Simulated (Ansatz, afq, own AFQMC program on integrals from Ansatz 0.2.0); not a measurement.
# MoNH₃, septet: AFQMC among the cluster methods

```xyz
5

Mo   -0.5199    0.0016   -0.0004
N     2.8430   -0.0087    0.0020
H     3.3209   -1.2269    0.0087
H     3.3258    0.6036    1.0528
H     3.3272    0.5926   -1.0546
```

Connectivity, by distances: Mo ··· N ··· H3.

Basis def2-SVP with its core potentials. Noble-gas cores (and the filled d shells of Ga–Kr and In–Xe) are frozen. Integrals, coupled cluster, full CI and functionals: Ansatz 0.2.0; the random walks run on the same integrals in our own AFQMC program. ph-AFQMC/CISD is guided by a CISD state made of CCSD amplitudes; releasing the constraint for a short imaginary time cuts its bias at the price of noise, slowly where states lie close. Error bars are statistical, one sigma. No spin–orbit coupling. The metal's outer-core s and p shells are frozen, which shifts wave-function levels against functionals.

Determinant: UHF, the one that the program's search chose, which needn't be the lowest solution. The geometry is a point of a scan.

No full CI on the walks' own integrals is used here; CCSDT(Q) serves as the reference and is uncertain by about the last step of the cluster series.

Cautions: no spin-orbit coupling; outer-core shells of the metal frozen; lower spins were not checked; higher spins were not checked.

```
T1 diagnostic                               : 0.0142
weight of the determinant in the CISD state : 0.873
⟨S²⟩ of the determinant                     : 12.003
size of the correlated space                : 14 electrons in 55 orbitals
```

| level | correlation energy (eV) |
| --- | --- |
| MP2 | -7.2026 |
| CCSD | -7.9025 |
| CCSD(T) | -8.1246 |

Question: Estimate where phaseless AFQMC with a CISD trial lies against CCSD(T) on the same integrals.

Answer: 2.4 ± 0.6 kJ/mol below CCSD(T).

Reference: CCSDT(Q), correlation energy -8.163 eV. The released energy is read at 2.60 1/Eh (meV from the phaseless value at times in 1/Eh: -8 ± 4 at 0.24, -11 ± 4 at 0.60, -16 ± 6 at 1.20, -5 ± 13 at 1.80, -14 ± 7 at 2.60).

| level | E − E(reference) (kJ/mol) | share of correlation (%) |
| --- | --- | --- |
| CCSD(T) | 3.7 | 99.53 |
| CCSDT | 2.0 | 99.75 |
| ph-AFQMC/CISD | 1.3 ± 0.6 | 99.83 |
| released AFQMC | 0.0 ± 0.6 | 100.00 |

A walk keeps the symmetry of its determinant, which the program's search chose and which needn't be the lowest solution, so a lower state of the same spin and another symmetry isn't excluded. Released energies are given only where the last usable release times agree within the noise; a slower fall can still hide under it.
